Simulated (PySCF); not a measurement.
**Shapes and spin states of [C3]+**

Method: PBE0 in PySCF with C def2-TZVP; no relativity; density-fitted integrals.

Relaxations began from a few typed shapes and spin states; open shells are unrestricted. The search is not exhaustive: other isomers or separated fragments can lie lower, and high-lying points may rest on an excited occupation.

Q: Order these stationary points by electronic energy, lowest first, in kJ/mol from the lowest minimum.
A. doublet (⟨S²⟩ 1.27) C2v: C–C 1.323 Å (×2), C–C 1.405 Å; C–C–C 57.9° (×2), C–C–C 64.1°
B. quartet D3h: C–C 1.384 Å (×3); C–C–C 60.0° (×3)
C. quartet D∞h: C–C 1.263 Å (×2); C–C–C 180.0°

A: A (0.0), B (45.4), C (167.2).

Q: Which of them are minima?

A: By energy in kJ/mol, 0.0: minimum; 45.4: minimum; 167.2: minimum.

For the lowest minimum: the determinant is spin-contaminated (⟨S²⟩ = 1.27, pure value 0.75).

The electron or spin density has lower symmetry than the nuclear frame for the quartet D∞h at 167.2 kJ/mol.
